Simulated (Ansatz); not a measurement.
## Which is lower?

Two relaxed structures of C2H3Si (charge -1), singlet (PBE0-D4/def2-TZVPD; forces vanish, vibrations not checked).

A:

C1  (-0.638, -1.660, -0.236)
C2  (-0.362, -0.458, -0.050)
Si3  (0.027, 1.250, 0.215)
H4  (-1.165, 2.167, 0.253)
H5  (0.917, 1.861, -0.834)
H6  (0.744, 1.538, 1.506)
(Å)

B:

```csv
atom,x (Å),y (Å),z (Å)
C1,-0.5727,-1.5697,-0.1975
C2,-0.2993,-0.3868,-0.0875
Si3,-0.1122,1.4896,0.0264
H4,-0.8047,-2.6044,-0.2920
H5,1.1642,1.5754,-0.8223
H6,0.6249,1.4960,1.3730
```

Program: Ansatz 0.2.0. Basis: def2-TZVPPD. Cores are frozen in the correlated methods. B3LYP uses VWN-RPA correlation.

(1) Which structure is lower at CCSD(T), and by how much? (To be estimated.)

(2) Do the other methods give the same order? (Judge from chemistry; the calculation decides.)

The T1 diagnostic stays at or below 0.017.

## Answers

(1) The calculation gives: B, by 1.7 kJ/mol (electronic energy, against the other); a gap this small isn't resolved in one triple-zeta basis. By their contacts, A is C₂H₃Si ([C][C][SiH3]), total charge -1 and B is C₂H₃Si ([CH][C][SiH2]), total charge -1.

(2) Computed: Not all: HF, MP2 give the other order.

| method | E(B) − E(A) (kJ/mol) |
| --- | --- |
| PBE-D4 | -19.1 |
| r2SCAN-D4 | -5.2 |
| PBE0-D4 | -13.2 |
| B3LYP-D4 | -5.5 |
| wB97M-V | -1.5 |
| HF | 19.5 |
| MP2 | 2.0 |
| CCSD | -2.0 |
| CCSD(T) | -1.7 |

Labels in which every atom is bracketed show which atoms are joined, not bond orders.

For scale, one of the runs: CCSD(T)/def2-TZVPPD, 173 basis functions, launched by `ansatz run in.yaml --threads 2 --pin off --events-out ev --progress --plain --max-ram 4352MiB`. Hardware: 2 CPU threads of an Intel Xeon Platinum 8259CL, shared host. Wall time 18 s; peak host memory 1.4 GiB.
